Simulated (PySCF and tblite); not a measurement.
C₅H₁₃N, numbered as in [CH3:1][CH:2]([CH3:3])[N:4]([CH3:5])[CH3:6].

Geometries PBE0-D3(BJ)/def2-SVP; weights from CAM-B3LYP-D3(BJ)/def2-TZVP (IEF-PCM, chloroform) energies and GFN2-xTB thermal corrections, with symmetry numbers and mirror pairs. Conformers within 3 kcal/mol (GFN2-xTB free energy) were kept, 8 at most. GIAO shieldings: PBE0/pcSseg-1 (IEF-PCM, chloroform). Shifts are against TMS (¹H), TMS (¹³C), NH3 (¹⁵N) at the same level. Codes: tblite and PySCF.

Torsions listed: C1–C2–N4–C5. Of a mirror pair one member is shown.

| conformer | shape | symmetry | E(GFN2) kcal/mol | E(DFT) kcal/mol |
| --- | --- | --- | --- | --- |
| 1 | -60° | C1 (pair) | 0.00 | 0.00 |
| 2 | -177° | Cs | 1.76 | 0.24 |

How much do the weights at 298.15 K and the averaged shift of H2 depend on how the conformers are weighted?


| weighting | 1 (%) | 2 (%) | δ (ppm) | rms dipole (D) |
| --- | --- | --- | --- | --- |
| DFT energy with thermal terms, symmetry and mirror images (full scheme) | 79 | 21 | 2.34 | 0.67 |
| DFT energy with symmetry and mirror images | 75 | 25 | 2.30 | 0.67 |
| bare DFT energy | 60 | 40 | 2.16 | 0.67 |
| GFN2-xTB energy with symmetry and mirror images | 98 | 2 | 2.50 | 0.67 |
| GFN2-xTB free energy | 98 | 2 | 2.51 | 0.67 |
| leading conformer alone | 100 | 0 | 2.52 | 0.67 |
| equal weights | 50 | 50 | 2.08 | 0.67 |

The largest departure from the full scheme, 0.26 ppm, comes with: equal weights.


¹⁵N shifts are against a computed isolated NH3 molecule, about 20 ppm from the liquid.